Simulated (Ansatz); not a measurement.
Geometry optimisation, RKS PBE0/6-31G* (Ansatz).

The input (input.yaml):

```yaml
crystal:
  periodic: [false, false, false]
  atoms:
    - { symbol: B, position_ang: [0.156798, -0.560825, -0.179914] }
    - { symbol: H, position_ang: [-0.416435, 0.665045, 1.806588] }
    - { symbol: H, position_ang: [1.176595, 0.057553, -0.096624] }
    - { symbol: H, position_ang: [-0.775584, -0.240208, -0.857243] }
    - { symbol: "N", position_ang: [0.055865, -1.819639, 0.557986] }
    - { symbol: H, position_ang: [-0.803509, -2.349126, 0.503504] }
    - { symbol: C, position_ang: [0.993285, -2.289826, 1.543673] }
    - { symbol: H, position_ang: [1.233242, -3.350821, 1.402379] }
    - { symbol: H, position_ang: [1.920182, -1.718374, 1.455689] }
    - { symbol: H, position_ang: [0.615263, -2.162041, 2.570754] }
    - { symbol: H, position_ang: [-0.459402, -0.038938, 1.873908] }
basis:
  gaussian: { orbitals: "6-31G*" }
hamiltonian:
  xc: pbe0
relax:
  f_tol: 0.03
  max_steps: 50
output:
  orbitals: {}
```

Launched with:

```bash
$ ansatz run input.yaml --threads 1 --pin off --max-ram 2048MiB --backend cpu --events-out ev --progress --plain --runs-dir out
```

Task: Where does it end, and by what steps?

Result: The forces met the threshold. The force dipped under the threshold on the way, but the program's further checks kept it going. After 21 steps the energy has fallen by 0.390 eV; H2 moved furthest, 1.29 Å.

```csv
step,energy less start (eV),largest force component (eV/Å),accepted
0,0.0000,2.468,yes
1,-0.2202,0.984,yes
2,-0.3017,0.417,yes
3,-0.3487,0.197,yes
4,-0.3700,0.079,yes
5,-0.3783,0.031,yes
6,-0.3393,1.158,no
7,-0.3810,0.031,yes
8,-0.3831,0.038,yes
9,-0.3764,0.578,no
10,-0.3843,0.028,yes
11,-0.3843,0.120,no
12,-0.3850,0.022,yes
13,-0.3856,0.020,yes
14,-0.3863,0.056,yes
15,-0.3870,0.098,yes
16,-0.3875,0.091,yes
17,-0.3883,0.086,yes
18,-0.3888,0.073,yes
19,-0.3893,0.038,yes
20,-0.3895,0.031,yes
21,-0.3895,0.023,yes
```

```xyz
11
Properties=species:S:1:pos:R:3
B 0.374 -0.858 -0.564
H -0.970 0.629 2.968
H 1.510 -0.508 -0.742
H -0.523 -0.521 -1.286
N 0.088 -1.684 0.514
H -0.867 -1.985 0.663
C 1.022 -2.205 1.488
H 1.044 -3.302 1.478
H 2.023 -1.839 1.248
H 0.769 -1.878 2.504
H -0.774 0.342 2.309
```

Whether the end is a true minimum wasn't checked by a vibrational analysis.

The run took 37 s on 1 thread of Arm Neoverse V2 (shared host), peak memory 0.13 GiB.
